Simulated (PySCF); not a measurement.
# CF (SMILES [C]F) at UPBE/cc-pVTZ

What is the vertical ionisation energy of CF at UPBE/cc-pVTZ? The job is set up through a Python script.

The results are computed with PySCF 2.14.0.

6 further runs of the same task are left out: 6 set aside as unsound or not needed.

## (1) The molecule

The species is CF (2 atoms), meant as a doublet with charge 0. As SMILES, `[C]F`. The coordinates come from a PBE0-D4/def2-TZVP relaxation.

Bond lengths: C1–F2 1.268 Å.

## (2) The energy at UPBE/cc-pVTZ

File start.xyz:

```xyz
2

C      0.000000     0.000000     0.003080
F      0.000000     0.000000     1.271320
```

File input.py:

```python
# CF
from pyscf import gto, dft

mol = gto.Mole()
mol.atom = 'start.xyz'
mol.charge = 0
mol.max_memory = 1860
mol.verbose = 3
mol.spin = 1
mol.basis = 'cc-pvtz'
mol.build()

myscf = dft.UKS(mol)
myscf.xc = 'pbe'
myscf.conv_tol = 1e-10
myscf.grids.level = 5
myscf.kernel()
if not myscf.converged:
    myscf = myscf.newton().run(myscf.mo_coeff, myscf.mo_occ)

etot = myscf.e_tot
print('Final energy', etot)
```

On the command line:

```console
OMP_NUM_THREADS=1 python input.py
```

Log:

```text
WARN: HOMO -0.115583576537527 >= LUMO -0.115583576537525

converged SCF energy = -137.688357876164  <S^2> = 0.75300728  2S+1 = 2.003005
Final energy -137.68835787616385
```

It took 4.5 s on 1 thread of Arm Neoverse V2, shared host; peak memory 0.29 GiB.

## (3) The singlet cation

File run.py:

```python
from pyscf import gto, dft

mol = gto.Mole()
mol.atom = '''
C      0.000000     0.000000     0.005820
F      0.000000     0.000000     2.402447
'''
mol.unit = 'bohr'
mol.spin = 0
mol.max_memory = 1860
mol.charge = 1
mol.basis = 'cc-pvtz'
mol.verbose = 3
mol.build()

mf = dft.RKS(mol, xc='pbe')
mf.conv_tol = 1e-10
mf.grids.level = 5
mf.kernel()
if not mf.converged:
    mf = mf.newton().run(mf.mo_coeff, mf.mo_occ)

e_tot = mf.e_tot
print(f'total energy: {e_tot:.8f} hartree')
```

On the command line:

```console
OMP_NUM_THREADS=1 python run.py
```

Log:

```text
converged SCF energy = -137.337134484503
total energy: -137.33713448 hartree
```

Run time: 2.5 s. Hardware: 1 thread of Arm Neoverse V2, shared host; peak memory 0.28 GiB.

## (4) Results

Level: UPBE/cc-pVTZ.

| quantity | value |
| --- | --- |
| doublet CF: total energy | -137.68836 Eh |
| doublet CF: dipole moment | 0.97 D |
| doublet CF: HOMO energy (highest over α and β) | -4.42 eV |
| doublet CF: LUMO energy (lowest over α and β) | -3.98 eV |
| doublet CF: ⟨S²⟩ | 0.753 |
| singlet cation: total energy | -137.33713 Eh |
| singlet cation: HOMO energy | -20.52 eV |
| singlet cation: LUMO energy | -14.73 eV |
| singlet cation: HOMO–LUMO gap | 5.80 eV |
| vertical ionisation energy (to the singlet cation) | 9.557 eV |

In words: The vertical ionisation energy comes to 9.56 eV (220 kcal/mol). Only the singlet of the ionised species was computed; a triplet could lie lower.
